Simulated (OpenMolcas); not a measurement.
**BH2F (SMILES BF): methods side by side**

The species is BH2F (4 atoms), meant as a singlet with charge 0. SMILES: `BF`. The shape is that of a PBE0-D4/def2-TZVP optimisation.

| atom | x (Å) | y (Å) | z (Å) |
| --- | --- | --- | --- |
| B | -0.0273 | -0.0040 | -0.0308 |
| F | 1.0612 | -0.2967 | 0.6499 |
| H | -1.0125 | -0.6491 | 0.1862 |
| H | 0.0342 | 0.8896 | -0.8256 |

Each level gives the energy change with the B1–H3 bond stretched from 1.197 to 1.377 Å (eV). The values are calculated.

```csv
level,kind,program,value (eV),less CCSD(T)/cc-pVTZ,CPU time (all runs)
HF/cc-pVTZ (restricted),Hartree–Fock,OpenMolcas,0.34,+0.04,12 s
SVWN5/cc-pVTZ (restricted),LDA,OpenMolcas,0.24,-0.06,24 s
BLYP/cc-pVTZ (restricted),GGA,OpenMolcas,0.27,-0.03,32 s
TPSS/cc-pVTZ (restricted),meta-GGA,OpenMolcas,0.29,-0.01,46 s
r2SCAN/cc-pVTZ (restricted),meta-GGA,OpenMolcas,0.29,-0.01,39 s
B3LYP/cc-pVTZ (restricted),global hybrid,OpenMolcas,0.30,0.00,30 s
B2PLYP/cc-pVTZ (restricted),double hybrid,OpenMolcas,0.32,+0.02,26 s
MP2/cc-pVTZ (restricted),perturbation theory,OpenMolcas,0.32,+0.02,12 s
CCSD(T)/cc-pVTZ (restricted),coupled cluster or CI,OpenMolcas,0.30,0.00,40 s
```

Differences are taken from CCSD(T)/cc-pVTZ (restricted) for orientation; it has basis-set and higher-order errors of its own. The first shape isn't each level's own minimum. The values span 0.24 to 0.34 eV. Times are those of the runs behind each value, whatever else they computed, on shared processors of several kinds: orders of magnitude only.
